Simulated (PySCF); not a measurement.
C2: energy against distance

Set-up: PySCF, no relativity, basis sets C 6-311G(d,p). Energies in eV from C + C in their ground configurations at the same level. State: ³Πu (triplet), unpaired electrons σ ↑, π ↑.

```json
{"R (Å)": "1.125", "M06": "-4.714", "TPSS": "-4.693"}
{"R (Å)": "1.177", "M06": "-5.530", "TPSS": "-5.559"}
{"R (Å)": "1.230", "M06": "-5.987", "TPSS": "-6.063"}
{"R (Å)": "1.269", "M06": "-6.150", "TPSS": "-6.259"}
{"R (Å)": "1.308", "M06": "-6.194", "TPSS": "-6.332"}
{"R (Å)": "1.347", "M06": "-6.143", "TPSS": "-6.308"}
{"R (Å)": "1.400", "M06": "-5.963", "TPSS": "-6.161"}
{"R (Å)": "1.465", "M06": "-5.612", "TPSS": "-5.846"}
{"R (Å)": "1.543", "M06": "-5.078", "TPSS": "-5.350"}
{"R (Å)": "1.648", "M06": "-4.269", "TPSS": "-4.595"}
```

Put a parabola through the three lowest points of the M06 curve and estimate Re, k and ωe (reduced mass 6.0 u; 1 eV/Å² = 0.16022 mdyn/Å; ωe = 1302.8·√(k/μ) cm⁻¹).

Through R = 1.269, 1.308, 1.347 Å the second-order coefficient is 31.2 eV/Å², so Re ≈ 1.307 Å, k ≈ 10.0 mdyn/Å and ωe ≈ 1682 cm⁻¹. A polynomial fit of higher order to the unrounded M06 energies gives Re = 1.305 Å, k = 9.98 mdyn/Å, ωe = 1680 cm⁻¹; anharmonicity and rounding make the difference.

The higher-order fit for each curve: M06: Re = 1.305 Å, ωe = 1680 cm⁻¹, De = 6.19 eV; TPSS: Re = 1.317 Å, ωe = 1642 cm⁻¹, De = 6.33 eV.

The state was picked by a PBE0 search and need not be the measured ground state.
